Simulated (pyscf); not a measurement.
PySCF, gas phase, ωB97X-D3(BJ)/def2-SVP geometries.

**Question.** PBE/def2-TZVP puts the barrier of H₂O (SMILES O) + H₂N–Zr(OH)(F)–F (SMILES [NH2][Zr]([OH])([F])[F]) → HO–Zr(OH)(F)–F (SMILES [OH][Zr]([OH])([F])[F]) + NH₃ (SMILES N) (four-centre exchange; singlet surface; H–O, N–Zr broken, O–Zr, H–N formed) at -40.4 kJ/mol and the reaction energy at -72.5 kJ/mol, from the separated reactants. What do B3LYP-D3(BJ)/def2-TZVP, M06-2X/def2-TZVP, ωB97M-D3(BJ)/def2-TZVP give on the same structures?

**Answer.** B3LYP-D3(BJ): ΔE‡ = -37.4 kJ/mol, ΔE = -74.2 kJ/mol; M06-2X: ΔE‡ = -45.0 kJ/mol, ΔE = -70.4 kJ/mol; ωB97M-D3(BJ): ΔE‡ = -35.2 kJ/mol, ΔE = -75.5 kJ/mol. PBE's barrier lies among them. Its reaction energy lies among theirs. Here PBE stays close to the other levels. On the reactant side the descent ends in an adduct with a O–Zr contact, 69.6 kJ/mol under the separated species and 26.8 kJ/mol under the saddle at ωB97X-D3(BJ)/def2-TZVP. On the product side the descent ends in an adduct with a N–Zr contact, 93.3 kJ/mol under the separated species and 123.1 kJ/mol under the saddle at ωB97X-D3(BJ)/def2-TZVP. At PBE, B3LYP-D3(BJ), M06-2X, ωB97M-D3(BJ) the saddle lies under the separated reactants, which points to a path from their complex (located at ωB97X-D3(BJ) alone). What is counted as formed (O–Zr) is already present as a longer contact in the reactant adduct; forming that adduct is a step of its own. What is counted as broken (N–Zr) persists as a longer contact in the product adduct; parting that adduct is a step of its own. One saddle was located; it need not be the lowest between these sides. Elements past Kr carry the def2 core potentials, without spin-orbit coupling.
